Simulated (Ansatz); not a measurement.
Correlation energies of C2H2F2 (`F/C=C\F`) by basis set

Z-matrix (Å, degrees):
```
C
C 1 1.320
F 1 1.330 2 122.8
H 1 1.082 2 122.4 3 -180.0
F 2 1.330 1 122.8 3 -0.0
H 2 1.082 1 122.4 3 180.0
```

The species carries charge 0 and has multiplicity 1. The structure was optimised at the PBE0-D4/def2-TZVP level. Frozen core, restricted reference, the Gaussian-basis code of Ansatz. CBS rows extrapolate triple and quadruple zeta; past MP2 they add the triple-zeta difference.

```csv
basis,HF (Eh),MP2 corr.,CCSD corr.,(T),CCSD(T) total
def2-SVP,-275.50622,-0.62448,-0.64882,-0.01595,-276.17099
def2-TZVPP,?,-0.80936,-0.82522,-0.02947,?
def2-QZVPP,-275.86112,?,–,–,–
CBS(def2),?,-0.92975,?,as TZ,?
```

Question: Fill in the withheld values. (Best estimate.)

Answer: Ansatz gave: def2-TZVPP HF (Eh): -275.84858; def2-TZVPP CCSD(T) total: -276.70327; def2-QZVPP MP2 corr.: -0.87852; CBS(def2) HF (Eh): -275.86285; CBS(def2) CCSD corr.: -0.94560; CBS(def2) CCSD(T) total: -276.83792.
